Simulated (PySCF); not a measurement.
Computed with PySCF and rigid-rotor harmonic-oscillator thermochemistry at 1 bar. Table values come from the NASA 1993 polynomials. All species are closed-shell singlets. The harmonic model lacks anharmonicity and excited electronic states, which grow with temperature; levels with a mode under 35 cm⁻¹ are left out. The table's entry may be an old estimate for C₂F₄ (not checked at source).

Harmonic frequencies at PBE0/def2-TZVP (cm⁻¹): 203, 212, 404, 429, 561, 563, 570, 814, 1216, 1372, 1374, 1942. Point group D2h; S°(298 K) = 298.4 J/mol/K at this level.

Task: Work out Cp and S° of gaseous C₂F₄ at 500, 800, 1200, 1600, 2000 K from these, and set them beside the table.

Result: 
| T (K) | Cp PBE0/def2-TZVP | Cp table | S° PBE0/def2-TZVP | S° table |
|---|---|---|---|---|
| 500 | 99.1 | 100.4 | 344.5 | 346.8 |
| 800 | 114.6 | 115.5 | 394.9 | 397.8 |
| 1200 | 123.5 | 123.6 | 443.3 | 446.4 |
| 1600 | 127.3 | 127.6 | 479.4 | 482.6 |
| 2000 | 129.3 | 129.7 | 508.1 | 511.3 |
Units J/mol/K.
